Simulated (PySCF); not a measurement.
**Gas-phase thermal properties of SiF3OH**

Method: PySCF energies (xtb for GFN2) plus ideal-gas RRHO corrections (1 bar). 6-31G* has spherical d functions here. All species are closed-shell singlets. B3LYP is the form with VWN-RPA correlation. SiF3OH: computed as isolated molecules; such fragments, hydroxides, amides, oligomers or adducts are transient or little studied in the gas. The harmonic model lacks anharmonicity and excited electronic states, which grow with temperature; levels with a mode under 35 cm⁻¹ are left out. Internal rotation in SiF3OH is treated as a harmonic vibration of one conformer, which makes the entropy rough.

```
level           point group  σ  ZPE (kJ/mol)  S°298 (J/mol/K)  Cp298 (J/mol/K)  S°1000 (J/mol/K)  H1000 − H298 (kJ/mol)
--------------  -----------  -  ------------  ---------------  ---------------  ----------------  ---------------------
B3LYP/6-31G*             Cs  1          61.3            320.3             84.9             447.0                   75.8
GFN2-xTB                 Cs  1          57.3            326.8             88.7             455.9                   77.0
HF/6-31G*                Cs  1          65.6            316.3             82.5             440.9                   74.7
PBE/def2-SVP             Cs  1          59.4            321.2             86.8             449.5                   76.6
PBE0/def2-TZVP           Cs  1          62.2            316.2             84.8             443.0                   75.8
```
σ: rotational symmetry number. Electronic degeneracy used: 1. Frequencies are unscaled.
